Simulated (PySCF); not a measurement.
# Boron: a sound run and one with changed settings

Sound run: B [He] 2s2 2p1, B⁺ [He] 2s2. All numbers are calculated (PySCF 2.14, the non-relativistic Hamiltonian (point nucleus), in def2-SVP (3s2p1d, 14 functions)). In the sound run the correlated levels freeze 1s2. The sound run starts from symmetry-adapted Hartree-Fock orbitals and uses a fine grid where one is needed.

Changed run: initial guess atom, at most 50 SCF cycles.

```json
{"species": "B", "method": "UHF", "sound run (hartree)": "-24.50055", "changed run (hartree)": "-24.50055", "converged": "yes"}
{"species": "B", "method": "LDA", "sound run (hartree)": "-24.32443", "changed run (hartree)": "-24.32443", "converged": "yes"}
{"species": "B", "method": "CCSD(T)", "sound run (hartree)": "-24.55830", "changed run (hartree)": "-24.55830", "converged": "yes"}
{"species": "B⁺", "method": "M06-L", "sound run (hartree)": "-24.30419", "changed run (hartree)": "-24.30419", "converged": "yes"}
{"species": "B⁺", "method": "MP2", "sound run (hartree)": "-24.23480", "changed run (hartree)": "-24.23480", "converged": "yes"}
```

Here the plain start reaches the same solutions.
